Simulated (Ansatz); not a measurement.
A made-up structure of C2H7Si (charge -1), singlet:

```
10
angstrom
C -1.0396 0.6940 -0.8051
Si 0.5943 0.9745 0.2329
C 0.7308 -0.8180 1.0038
H -1.0376 -0.2478 -1.3737
H -1.1948 1.5163 -1.5141
H -1.9118 0.6792 -0.1396
H -0.6350 0.4559 0.1452
H -0.0118 -0.9434 1.8018
H 1.7164 -0.9700 1.4601
H 0.5700 -1.6209 0.2691
```

It is relaxed with PBE-D4/def2-SVPD and then PBE0-D4/def2-TZVPD (Ansatz 0.2.0). Atoms count as bonded within 1.22 times the sum of their covalent radii (H–H: 0.88 Å). The end point is not checked to be a true minimum.

(1) Does its bonding change? (A judgement: the text doesn't fix the answer.)

Results:

(1) By the calculation: Yes. Formed: none; broken: C1–H7.

Where it ends: The first stage lowers the energy by 5.29 eV in 16 steps. It ends as C₂H₇Si ([CH3][SiH][CH3]), total charge -1:
```csv
atom,x (Å),y (Å),z (Å)
C1,-1.1065,0.5106,-0.9576
Si2,0.5668,0.8248,0.0057
C3,0.6502,-0.8846,0.9530
H4,-0.9397,-0.1933,-1.7825
H5,-1.4794,1.4406,-1.4034
H6,-1.9027,0.0965,-0.3213
H7,-0.0531,1.6383,1.1695
H8,-0.3055,-1.1715,1.4162
H9,1.4128,-0.8564,1.7406
H10,0.9379,-1.6852,0.2601
```

Labels in which every atom is bracketed show which atoms are joined, not bond orders.

For scale, one of the runs: PBE0-D4/def2-TZVPD relaxation, 180 basis functions, launched by `ansatz run in.yaml --threads 2 --pin off --events-out ev --progress --plain --max-ram 4352MiB`. Hardware: 2 CPU threads of an Intel Xeon Platinum 8223CL, shared host. Wall time about 18 s.
